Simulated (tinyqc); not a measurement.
CCSD on RHF in the sto-6g basis, for H2O, spin multiplicity 1, step by step (part 1 of 2). Computed by tinyqc, a small Python program that keeps every step (integrals from PySCF). Settings: charge = 0, multiplicity = 1, basis = sto-6g, method = RHF, energy threshold = 1e-10, iteration cap = 88, orthogonalisation = canonical, start = core, DIIS depth = 6, amplitude equations = CCSD, DIIS depth for amplitudes = 4, cap on updates = 64. Command: `OMP_NUM_THREADS=1 python tinyqc.py 21295 21296 out.jsonl` (the two numbers bound the seeds that draw the settings). One thread of a shared host (Intel(R) Xeon(R) Processor @ 2.60GHz), about 0.4 s of CPU time with the checks. Later iterations appear only in the table of the cycle.

## One-electron integrals

Geometry (angstrom):

| atom | x | y | z |
|---|---|---|---|
| O | 0.000000 | 0.000000 | 0.000000 |
| H | 0.000000 | 0.729000 | 0.529000 |
| H | 0.000000 | -0.729000 | 0.529000 |

Basis sto-6g: exponents (1/bohr^2) and contraction coefficients of normalised primitives:

| element | l (shell) | exponent | coefficient |
|---|---|---|---|
| O | s (1) | 1355.584234 | 0.009164 |
| O | s (1) | 248.544885 | 0.049361 |
| O | s (1) | 69.533902 | 0.168538 |
| O | s (1) | 23.886772 | 0.370563 |
| O | s (1) | 9.275933 | 0.416492 |
| O | s (1) | 3.820341 | 0.130334 |
| O | s (2) | 52.187762 | -0.013253 |
| O | s (2) | 10.329320 | -0.046992 |
| O | s (2) | 3.210345 | -0.033785 |
| O | s (2) | 1.235135 | 0.250242 |
| O | s (2) | 0.536420 | 0.595117 |
| O | s (2) | 0.245881 | 0.240706 |
| O | p (3) | 52.187762 | 0.003760 |
| O | p (3) | 10.329320 | 0.037679 |
| O | p (3) | 3.210345 | 0.173897 |
| O | p (3) | 1.235135 | 0.418036 |
| O | p (3) | 0.536420 | 0.425860 |
| O | p (3) | 0.245881 | 0.101708 |
| H | s (1) | 35.523221 | 0.009164 |
| H | s (1) | 6.513144 | 0.049361 |
| H | s (1) | 1.822143 | 0.168538 |
| H | s (1) | 0.625955 | 0.370563 |
| H | s (1) | 0.243077 | 0.416492 |
| H | s (1) | 0.100112 | 0.130334 |

Overlap, kinetic and nuclear-attraction integrals over the contracted functions; the nuclear repulsion is the sum of Za Zb / Rab.

nuclear repulsion = 9.76310624 hartree

overlap S:
```
           1O 1s     1O 2s    1O 2px     1O 2py    1O 2pz     2H 1s      3H 1s
1O 1s   1.000000  0.231145  0.000000   0.000000  0.000000  0.063074   0.063074
1O 2s   0.231145  1.000000  0.000000   0.000000  0.000000  0.514465   0.514465
1O 2px  0.000000  0.000000  1.000000   0.000000  0.000000  0.000000   0.000000
1O 2py  0.000000  0.000000  0.000000   1.000000  0.000000  0.333090  -0.333090
1O 2pz  0.000000  0.000000  0.000000   0.000000  1.000000  0.241707   0.241707
2H 1s   0.063074  0.514465  0.000000   0.333090  0.241707  1.000000   0.272711
3H 1s   0.063074  0.514465  0.000000  -0.333090  0.241707  0.272711   1.000000
```

kinetic energy T (hartree):
```
            1O 1s      1O 2s    1O 2px     1O 2py    1O 2pz     2H 1s      3H 1s
1O 1s   29.327197  -0.896024  0.000000   0.000000  0.000000  0.000141   0.000141
1O 2s   -0.896024   0.842618  0.000000   0.000000  0.000000  0.157214   0.157214
1O 2px   0.000000   0.000000  2.531309   0.000000  0.000000  0.000000   0.000000
1O 2py   0.000000   0.000000  0.000000   2.531309  0.000000  0.264665  -0.264665
1O 2pz   0.000000   0.000000  0.000000   0.000000  2.531309  0.192055   0.192055
2H 1s    0.000141   0.157214  0.000000   0.264665  0.192055  0.768522   0.013270
3H 1s    0.000141   0.157214  0.000000  -0.264665  0.192055  0.013270   0.768522
```

nuclear attraction V (hartree):
```
             1O 1s       1O 2s      1O 2px      1O 2py      1O 2pz      2H 1s      3H 1s
1O 1s   -62.433335   -6.422881    0.000000    0.000000   -0.021787  -2.011260  -2.011260
1O 2s    -6.422881  -10.153118    0.000000    0.000000   -0.236609  -4.264695  -4.264695
1O 2px    0.000000    0.000000  -10.057451    0.000000    0.000000   0.000000   0.000000
1O 2py    0.000000    0.000000    0.000000  -10.244677    0.000000  -2.478163   2.478163
1O 2pz   -0.021787   -0.236609    0.000000    0.000000  -10.156039  -1.878865  -1.878865
2H 1s    -2.011260   -4.264695    0.000000   -2.478163   -1.878865  -6.086248  -1.826684
3H 1s    -2.011260   -4.264695    0.000000    2.478163   -1.878865  -1.826684  -6.086248
```

core Hamiltonian H = T + V (hartree):
```
             1O 1s      1O 2s     1O 2px     1O 2py     1O 2pz      2H 1s      3H 1s
1O 1s   -33.106138  -7.318905   0.000000   0.000000  -0.021787  -2.011119  -2.011119
1O 2s    -7.318905  -9.310500   0.000000   0.000000  -0.236609  -4.107481  -4.107481
1O 2px    0.000000   0.000000  -7.526142   0.000000   0.000000   0.000000   0.000000
1O 2py    0.000000   0.000000   0.000000  -7.713369   0.000000  -2.213497   2.213497
1O 2pz   -0.021787  -0.236609   0.000000   0.000000  -7.624730  -1.686810  -1.686810
2H 1s    -2.011119  -4.107481   0.000000  -2.213497  -1.686810  -5.317726  -1.813414
3H 1s    -2.011119  -4.107481   0.000000   2.213497  -1.686810  -1.813414  -5.317726
```

## Two-electron integrals

Functions are numbered as in S; the eight-fold symmetry (ij|kl) = (ji|kl) = (kl|ij) leaves the list below.

Two-electron integrals (ij|kl) in chemists' order, unique and non-zero (hartree):
```
(11|11) 4.787491    (21|11) 0.675884    (21|21) 0.121505    (22|11) 1.117379
(22|21) 0.249212    (22|22) 0.817383    (31|31) 0.025762    (32|31) 0.039145
(32|32) 0.180664    (33|11) 1.117381    (33|21) 0.249212    (33|22) 0.817382
(33|33) 0.880663    (41|41) 0.025762    (42|41) 0.039145    (42|42) 0.180664
(43|43) 0.047461    (44|11) 1.117381    (44|21) 0.249212    (44|22) 0.817382
(44|33) 0.785741    (44|44) 0.880663    (51|51) 0.025762    (52|51) 0.039145
(52|52) 0.180664    (53|53) 0.047461    (54|54) 0.047461    (55|11) 1.117381
(55|21) 0.249212    (55|22) 0.817382    (55|33) 0.785741    (55|44) 0.785741
(55|55) 0.880663    (61|11) 0.197172    (61|21) 0.033947    (61|22) 0.068012
(61|33) 0.067862    (61|41) 0.001336    (61|42) 0.002598    (61|44) 0.068156
(61|51) 0.000969    (61|52) 0.001885    (61|54) 0.000213    (61|55) 0.068017
(61|61) 0.009668    (62|11) 0.444058    (62|21) 0.100253    (62|22) 0.359755
(62|33) 0.354064    (62|41) 0.006423    (62|42) 0.045726    (62|44) 0.365246
(62|51) 0.004661    (62|52) 0.033181    (62|54) 0.008114    (62|55) 0.359952
(62|61) 0.028098    (62|62) 0.190615    (63|31) 0.011584    (63|32) 0.063672
(63|43) 0.009612    (63|53) 0.006975    (63|63) 0.028211    (64|11) 0.245890
(64|21) 0.056341    (64|22) 0.215629    (64|33) 0.205710    (64|41) 0.014836
(64|42) 0.090131    (64|44) 0.231835    (64|51) 0.002360    (64|52) 0.019200
(64|54) 0.011983    (64|55) 0.209343    (64|61) 0.016585    (64|62) 0.138980
(64|64) 0.128694    (65|11) 0.178430    (65|21) 0.040884    (65|22) 0.156472
(65|33) 0.149274    (65|41) 0.002360    (65|42) 0.019200    (65|44) 0.154281
(65|51) 0.013296    (65|52) 0.077604    (65|54) 0.013246    (65|55) 0.165861
(65|61) 0.012035    (65|62) 0.100851    (65|64) 0.072915    (65|65) 0.081122
(66|11) 0.559709    (66|21) 0.128669    (66|22) 0.523880    (66|33) 0.502697
(66|41) 0.011518    (66|42) 0.108859    (66|44) 0.544326    (66|51) 0.008358
(66|52) 0.078994    (66|54) 0.030208    (66|55) 0.524617    (66|61) 0.036518
(66|62) 0.338355    (66|64) 0.282365    (66|65) 0.204899    (66|66) 0.774999
(71|11) 0.197172    (71|21) 0.033947    (71|22) 0.068012    (71|33) 0.067862
(71|41) -0.001336   (71|42) -0.002598   (71|44) 0.068156    (71|51) 0.000969
(71|52) 0.001885    (71|54) -0.000213   (71|55) 0.068017    (71|61) 0.009518
(71|62) 0.027133    (71|64) 0.014461    (71|65) 0.011608    (71|66) 0.034678
(71|71) 0.009668    (72|11) 0.444058    (72|21) 0.100253    (72|22) 0.359755
(72|33) 0.354064    (72|41) -0.006423   (72|42) -0.045726   (72|44) 0.365246
(72|51) 0.004661    (72|52) 0.033181    (72|54) -0.008114   (72|55) 0.359952
(72|61) 0.027133    (72|62) 0.156779    (72|64) 0.078118    (72|65) 0.080576
(72|66) 0.231497    (72|71) 0.028098    (72|72) 0.190615    (73|31) 0.011584
(73|32) 0.063672    (73|43) -0.009612   (73|53) 0.006975    (73|63) 0.022537
(73|73) 0.028211    (74|11) -0.245890   (74|21) -0.056341   (74|22) -0.215629
(74|33) -0.205710   (74|41) 0.014836    (74|42) 0.090131    (74|44) -0.231835
(74|51) -0.002360   (74|52) -0.019200   (74|54) 0.011983    (74|55) -0.209343
(74|61) -0.014461   (74|62) -0.078118   (74|64) -0.016626   (74|65) -0.039161
(74|66) -0.099979   (74|71) -0.016585   (74|72) -0.138980   (74|74) 0.128694
(75|11) 0.178430    (75|21) 0.040884    (75|22) 0.156472    (75|33) 0.149274
(75|41) -0.002360   (75|42) -0.019200   (75|44) 0.154281    (75|51) 0.013296
(75|52) 0.077604    (75|54) -0.013246   (75|55) 0.165861    (75|61) 0.011608
(75|62) 0.080576    (75|64) 0.039161    (75|65) 0.063345    (75|66) 0.130944
(75|71) 0.012035    (75|72) 0.100851    (75|74) -0.072915   (75|75) 0.081122
(76|11) 0.182442    (76|21) 0.041534    (76|22) 0.159653    (76|33) 0.156283
(76|44) 0.159529    (76|51) 0.003145    (76|52) 0.025802    (76|55) 0.163145
(76|61) 0.011506    (76|62) 0.082690    (76|64) 0.051733    (76|65) 0.049195
(76|66) 0.147877    (76|71) 0.011506    (76|72) 0.082690    (76|74) -0.051733
(76|75) 0.049195    (76|76) 0.042584    (77|11) 0.559709    (77|21) 0.128669
(77|22) 0.523880    (77|33) 0.502697    (77|41) -0.011518   (77|42) -0.108859
(77|44) 0.544326    (77|51) 0.008358    (77|52) 0.078994    (77|54) -0.030208
(77|55) 0.524617    (77|61) 0.034678    (77|62) 0.231497    (77|64) 0.099979
(77|65) 0.130944    (77|66) 0.354695    (77|71) 0.036518    (77|72) 0.338355
(77|74) -0.282365   (77|75) 0.204899    (77|76) 0.147877    (77|77) 0.774999
```

## Orthogonalisation

S = U s U^T; canonical form X = U s^(-1/2), so that X^T S X = 1. Each column of U has its largest component positive (the first on a tie).

eigenvalues of S: 0.305069  0.373246  0.890900  1.000000  1.082846  1.354043  1.993897

X:
```
                1          2          3         4          5          6         7
1O 1s   -0.278769   0.000000   0.772587  0.000000  -0.610192   0.000000  0.143994
1O 2s    1.273252   0.000000  -0.286521  0.000000  -0.281157   0.000000  0.416987
1O 2px   0.000000   0.000000   0.000000  1.000000   0.000000   0.000000  0.000000
1O 2py   0.000000   0.983424   0.000000  0.000000   0.000000   0.686978  0.000000
1O 2pz   0.554639   0.000000   0.634410  0.000000   0.667769   0.000000  0.180177
2H 1s   -0.797320  -0.925223  -0.143178  0.000000   0.114440   0.365096  0.370442
3H 1s   -0.797320   0.925223  -0.143178  0.000000   0.114440  -0.365096  0.370442
```

## Starting guess

The start is the orbitals of the core Hamiltonian; D = 2 C_occ C_occ^T.

D at the start:
```
            1O 1s      1O 2s    1O 2px     1O 2py     1O 2pz      2H 1s      3H 1s
1O 1s    2.130197  -0.617453  0.000000   0.000000  -0.062685   0.101963   0.101963
1O 2s   -0.617453   2.906438  0.000000   0.000000   0.413688  -0.468358  -0.468358
1O 2px   0.000000   0.000000  2.000000   0.000000   0.000000   0.000000   0.000000
1O 2py   0.000000   0.000000  0.000000   2.484920   0.000000  -0.454852   0.454852
1O 2pz  -0.062685   0.413688  0.000000   0.000000   2.209915  -0.276366  -0.276366
2H 1s    0.101963  -0.468358  0.000000  -0.454852  -0.276366   0.179187   0.012671
3H 1s    0.101963  -0.468358  0.000000   0.454852  -0.276366   0.012671   0.179187
```

## Iteration 1: building the Fock matrix

J_ij = sum D_kl (ij|kl), K_ij = sum D_kl (ik|jl); F = H + J - 0.5 K; E = tr D H + tr D J / 2 - 0.25 tr D K + E_nn.

Coulomb J (hartree):
```
            1O 1s      1O 2s    1O 2px     1O 2py     1O 2pz     2H 1s      3H 1s
1O 1s   18.901013   3.407966  0.000000   0.000000   0.004904  0.956519   0.956519
1O 2s    3.407966   8.900657  0.000000   0.000000  -0.008582  3.798088   3.798088
1O 2px   0.000000   0.000000  8.907597   0.000000   0.000000  0.000000   0.000000
1O 2py   0.000000   0.000000  0.000000   8.894732   0.000000  2.225310  -2.225310
1O 2pz   0.004904  -0.008582  0.000000   0.000000   8.899638  1.609875   1.609875
2H 1s    0.956519   3.798088  0.000000   2.225310   1.609875  5.291145   1.647188
3H 1s    0.956519   3.798088  0.000000  -2.225310   1.609875  1.647188   5.291145
```

exchange K (hartree):
```
           1O 1s      1O 2s    1O 2px     1O 2py     1O 2pz     2H 1s      3H 1s
1O 1s   9.906286   1.599995  0.000000   0.000000   0.001475  0.478577   0.478577
1O 2s   1.599995   2.855586  0.000000   0.000000  -0.002074  1.075881   1.075881
1O 2px  0.000000   0.000000  2.386697   0.000000   0.000000  0.000000   0.000000
1O 2py  0.000000   0.000000  0.000000   2.367660   0.000000  0.469716  -0.469716
1O 2pz  0.001475  -0.002074  0.000000   0.000000   2.373939  0.338890   0.338890
2H 1s   0.478577   1.075881  0.000000   0.469716   0.338890  0.592721   0.368858
3H 1s   0.478577   1.075881  0.000000  -0.469716   0.338890  0.368858   0.592721
```

Fock matrix F (hartree):
```
             1O 1s      1O 2s    1O 2px     1O 2py     1O 2pz      2H 1s      3H 1s
1O 1s   -19.158268  -4.710937  0.000000   0.000000  -0.017621  -1.293889  -1.293889
1O 2s    -4.710937  -1.837636  0.000000   0.000000  -0.244154  -0.847334  -0.847334
1O 2px    0.000000   0.000000  0.188107   0.000000   0.000000   0.000000   0.000000
1O 2py    0.000000   0.000000  0.000000  -0.002467   0.000000  -0.223045   0.223045
1O 2pz   -0.017621  -0.244154  0.000000   0.000000   0.087938  -0.246379  -0.246379
2H 1s    -1.293889  -0.847334  0.000000  -0.223045  -0.246379  -0.322942  -0.350654
3H 1s    -1.293889  -0.847334  0.000000   0.223045  -0.246379  -0.350654  -0.322942
```

total energy of this density = -73.91116628 hartree

## Iteration 1: diagonalisation and new density

Diagonalise F' = X^T F X, C = X C', fill 5 alpha and 5 beta electrons from the bottom; D = 2 C_occ C_occ^T. Each column has its largest component positive (the first on a tie).

F' = X^T F X (hartree):
```
           1         2          3         4          5          6          7
1   0.433778  0.000000   1.201414  0.000000  -0.887174   0.000000   0.068975
2   0.000000  0.856844   0.000000  0.000000   0.000000   0.102983   0.000000
3   1.201414  0.000000  -8.898355  0.000000   8.774484   0.000000  -3.718923
4   0.000000  0.000000   0.000000  0.188107   0.000000   0.000000   0.000000
5  -0.887174  0.000000   8.774484  0.000000  -8.372209   0.000000   3.692122
6   0.000000  0.102983   0.000000  0.000000   0.000000  -0.217547   0.000000
7   0.068975  0.000000  -3.718923  0.000000   3.692122   0.000000  -2.367495
```

orbital energies (hartree): MO1 -19.163579, MO2 -0.838429, MO3 -0.227329, MO4 0.097384, MO5 0.188107, MO6 0.700343, MO7 0.866626

coefficients C:
```
              MO1        MO2        MO3        MO4       MO5        MO6        MO7
1O 1s    0.995493  -0.215966   0.000000   0.121124  0.000000  -0.123907   0.000000
1O 2s    0.021829   0.781821   0.000000  -0.646814  0.000000   0.962342   0.000000
1O 2px   0.000000   0.000000   0.000000   0.000000  1.000000   0.000000   0.000000
1O 2py   0.000000   0.000000   0.590905   0.000000  0.000000   0.000000   1.043979
1O 2pz   0.003646   0.217963   0.000000   0.753433  0.000000   0.757164   0.000000
2H 1s   -0.005394   0.169631   0.450951   0.275402  0.000000  -0.837790  -0.886553
3H 1s   -0.005394   0.169631  -0.450951   0.275402  0.000000  -0.837790   0.886553
```

D after iteration 1:
```
            1O 1s      1O 2s    1O 2px     1O 2py     1O 2pz      2H 1s      3H 1s
1O 1s    2.104637  -0.450921  0.000000   0.000000   0.095631  -0.017293  -0.017293
1O 2s   -0.450921   2.060178  0.000000   0.000000  -0.633688  -0.091261  -0.091261
1O 2px   0.000000   0.000000  2.000000   0.000000   0.000000   0.000000   0.000000
1O 2py   0.000000   0.000000  0.000000   0.698337   0.000000   0.532939  -0.532939
1O 2pz   0.095631  -0.633688  0.000000   0.000000   1.230366   0.488901   0.488901
2H 1s   -0.017293  -0.091261  0.000000   0.532939   0.488901   0.616014  -0.197414
3H 1s   -0.017293  -0.091261  0.000000  -0.532939   0.488901  -0.197414   0.616014
```

## Iteration 8 (converged): orbitals

converged F (hartree):
```
             1O 1s      1O 2s     1O 2px     1O 2py     1O 2pz      2H 1s      3H 1s
1O 1s   -20.491027  -4.964487   0.000000   0.000000  -0.030574  -1.362824  -1.362824
1O 2s    -4.964487  -2.361539   0.000000   0.000000  -0.148646  -1.110194  -1.110194
1O 2px    0.000000   0.000000  -0.400097   0.000000   0.000000   0.000000   0.000000
1O 2py    0.000000   0.000000   0.000000  -0.377008   0.000000  -0.416393   0.416393
1O 2pz   -0.030574  -0.148646   0.000000   0.000000  -0.390914  -0.372425  -0.372425
2H 1s    -1.362824  -1.110194   0.000000  -0.416393  -0.372425  -0.657188  -0.453644
3H 1s    -1.362824  -1.110194   0.000000   0.416393  -0.372425  -0.453644  -0.657188
```

As before.

F' = X^T F X (hartree):
```
           1         2          3          4          5          6          7
1   0.325623  0.000000   1.403000   0.000000  -0.912585   0.000000   0.022661
2   0.000000  0.802384   0.000000   0.000000   0.000000   0.113128   0.000000
3   1.403000  0.000000  -9.849530   0.000000   9.123455   0.000000  -3.868994
4   0.000000  0.000000   0.000000  -0.400097   0.000000   0.000000   0.000000
5  -0.912585  0.000000   9.123455   0.000000  -9.232585   0.000000   3.863676
6   0.000000  0.113128   0.000000   0.000000   0.000000  -0.649935   0.000000
7   0.022661  0.000000  -3.868994   0.000000   3.863676   0.000000  -2.849316
```

orbital energies (hartree): MO1 -20.494405, MO2 -1.302974, MO3 -0.658694, MO4 -0.458430, MO5 -0.400097, MO6 0.650001, MO7 0.811144

coefficients C:
```
              MO1        MO2        MO3        MO4       MO5        MO6        MO7
1O 1s    0.996532  -0.220320   0.000000   0.095649  0.000000  -0.130021   0.000000
1O 2s    0.016958   0.818879   0.000000  -0.536935  0.000000   0.998520   0.000000
1O 2px   0.000000   0.000000   0.000000   0.000000  1.000000   0.000000   0.000000
1O 2py   0.000000   0.000000   0.609011   0.000000  0.000000   0.000000   1.033522
1O 2pz   0.003584   0.145976   0.000000   0.801966  0.000000   0.723885   0.000000
2H 1s   -0.004264   0.157875   0.435431   0.250430  0.000000  -0.847871  -0.894278
3H 1s   -0.004264   0.157875  -0.435431   0.250430  0.000000  -0.847871   0.894278
```

D after iteration 8:
```
            1O 1s      1O 2s    1O 2px     1O 2py     1O 2pz      2H 1s      3H 1s
1O 1s    2.101532  -0.429747  0.000000   0.000000   0.096235  -0.030158  -0.030158
1O 2s   -0.429747   1.918300  0.000000   0.000000  -0.622013  -0.010512  -0.010512
1O 2px   0.000000   0.000000  2.000000   0.000000   0.000000   0.000000   0.000000
1O 2py   0.000000   0.000000  0.000000   0.741789   0.000000   0.530364  -0.530364
1O 2pz   0.096235  -0.622013  0.000000   0.000000   1.328942   0.447733   0.447733
2H 1s   -0.030158  -0.010512  0.000000   0.530364   0.447733   0.554515  -0.203884
3H 1s   -0.030158  -0.010512  0.000000  -0.530364   0.447733  -0.203884   0.554515
```

## Convergence

Stop when the energy changes by less than 1e-10 hartree and every element of the error matrix X^T (F D S - S D F) X is below 3e-06.

Course of the cycle:

| iteration | E (hartree) | change | largest element of the error matrix |
|---|---|---|---|
| 1 | -73.91116628 | - | 1.07e+00 |
| 2 | -75.65671162 | -1.75e+00 | 8.34e-02 |
| 3 | -75.66090872 | -4.20e-03 | 1.81e-02 |
| 4 | -75.66127391 | -3.65e-04 | 4.00e-03 |
| 5 | -75.66129378 | -1.99e-05 | 6.57e-04 |
| 6 | -75.66129439 | -6.08e-07 | 5.18e-05 |
| 7 | -75.66129439 | -1.29e-09 | 2.58e-07 |
| 8 | -75.66129439 | -7.11e-14 | 3.04e-09 |

PySCF RHF in the same basis = -75.66129439 hartree

Converged in 8 iterations.

## Populations, bond orders and dipole

Mulliken: Z minus the diagonal of D S on the atom; Loewdin: the same with S^(1/2) D S^(1/2); Mayer order: 2 sum_s sum (D(s) S)_ij (D(s) S)_ji over the two atoms.

Charges (e):

| atom | Mulliken | Loewdin |
|---|---|---|
| 1O | -0.447034 | -0.303256 |
| 2H | 0.223517 | 0.151628 |
| 3H | 0.223517 | 0.151628 |

Mayer bond orders:

| pair | order |
|---|---|
| 2-1 | 0.933551 |
| 3-1 | 0.933551 |
| 3-2 | 0.016489 |

dipole moment about the origin, x y z (debye): 0.000000  0.000000  1.798208
